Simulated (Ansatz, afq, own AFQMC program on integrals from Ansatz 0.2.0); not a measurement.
## Atomization energy of GeH3, doublet, worked out

| atom | x (Å) | y (Å) | z (Å) |
| --- | --- | --- | --- |
| Ge | 0.0000 | 0.0000 | -0.0187 |
| H | 1.4650 | 0.0169 | 0.4526 |
| H | -0.7483 | 1.2611 | 0.4484 |
| H | -0.7191 | -1.2778 | 0.4488 |

Basis cc-pVTZ. Noble-gas cores (and the filled d shells of Ga–Kr and In–Xe) are frozen. AFQMC by an in-house program on the Cholesky factors that Ansatz 0.2.0 writes for its CCSD(T) run. The CISD trial takes its coefficients from CCSD amplitudes. Released means that phaseless walkers are propagated on without the constraint, phases kept. Uncertainties: one standard error, sampling alone. No spin–orbit coupling.

Total energies in eV. CBS is CCSD(T) at the limit of def2-TZVPP/QZVPP (extrapolated itself); the highest rung of each member is named.

Cautions: inner d shell frozen; no relativity below Rb; no spin-orbit coupling.

```tsv
member	count	CCSD(T)/cc-pVTZ	highest rung in cc-pVTZ	which	CCSD(T)/CBS
Ge (triplet)	+1	-56475.2712	-56475.2863	FCI	-56475.5964
H (doublet)	+3	-13.6005	-13.6005	FCI	-13.6059
GeH₃, doublet	-1	-56524.8151	-56524.8359	CCSDT(Q)	-56525.3609
```

Problem. Work out the best estimate of the atomization energy: the CCSD(T)/CBS difference plus the step from CCSD(T) to the highest rung.

Solution. Sums with the counts: CCSD(T)/CBS 8.9468 eV, highest rung 8.7481 eV, CCSD(T)/cc-pVTZ 8.7424 eV. The step is 8.7481 − 8.7424 = 0.0057 eV, so the best estimate is 8.9468 + (0.0057) = 8.9525 eV = 863.8 kJ/mol. The basis set is worth 0.204 eV of it. Zero-point, core-correlation and spin–orbit terms aren't in it. Past Ne the Hartree–Fock part of each CBS total tends to overshoot, since the cores don't follow the formula; that largely cancels in the difference.

Best estimates are given only where the step beyond CCSD(T) is under 0.3 eV and no member's determinant is very poor (T1 over 0.05, or 0.07 for open shells, ⟨S²⟩ too high by 0.3, two states mixed), so the hardest cases are missing from such tables.

CCSDT and higher add their correlation energy to the determinant of the CCSD(T) run, since their own runs factorise the integrals more tightly (a shift of under 2 meV). Each member of a difference takes its own highest rung, so a best estimate needn't equal the limit plus the step of one row.
